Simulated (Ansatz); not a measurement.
# BH4NO: two geometries relaxed

All numbers below are computed with Ansatz 0.2.0 (UKS PBE0-D4/STO-3G).

## (1) Starting point

Bond lengths: N1–B2 1.478 Å, B2–O3 1.438 Å, N1–H4 0.985 Å, N1–H5 1.100 Å, B2–H6 1.198 Å, O3–H7 1.029 Å. Angles: N1–B2–O3 117.2°, N1–B2–H6 121.9°, O3–B2–H6 120.9°, B2–N1–H4 108.0°, B2–N1–H5 107.3°, H4–N1–H5 105.1°, B2–O3–H7 105.7°.

Structure file:

```xyz
7

N    -0.7524    0.0958   -0.7484
B     0.2339    0.1501    0.3507
O     1.0367   -1.0224    0.5726
H    -1.4247   -0.5866   -0.5203
H    -1.3004    1.0494   -0.7444
H     0.3755    1.1291    1.0261
H     1.8927   -0.8834    0.0180
```

## (2) End point A

The input, input.yaml:

```yaml
crystal:
  periodic: [false, false, false]
  atoms:
    - { symbol: "N", position_ang: [-0.7524, 0.0958, -0.7484] }
    - { symbol: B, position_ang: [0.2339, 0.1501, 0.3507] }
    - { symbol: O, position_ang: [1.0367, -1.0224, 0.5726] }
    - { symbol: H, position_ang: [-1.4247, -0.5866, -0.5203] }
    - { symbol: H, position_ang: [-1.3004, 1.0494, -0.7444] }
    - { symbol: H, position_ang: [0.3755, 1.1291, 1.0261] }
    - { symbol: H, position_ang: [1.8927, -0.8834, 0.018] }
magnetization:
  spin_polarized: true
basis:
  gaussian: { orbitals: STO-3G }
hamiltonian:
  xc: pbe0
  dispersion: d4
relax:
  f_tol: 0.02
  max_steps: 50
output:
  orbitals: {}
```

Started as:

```
> ansatz run input.yaml --threads 1 --pin off --max-ram 2048MiB --backend cpu --events-out ev --progress --plain --runs-dir out
```

Q: Estimate wall time and peak memory on 1 thread of Arm Neoverse V1, shared host.

About 12 s, with a peak of 0.12 GiB.
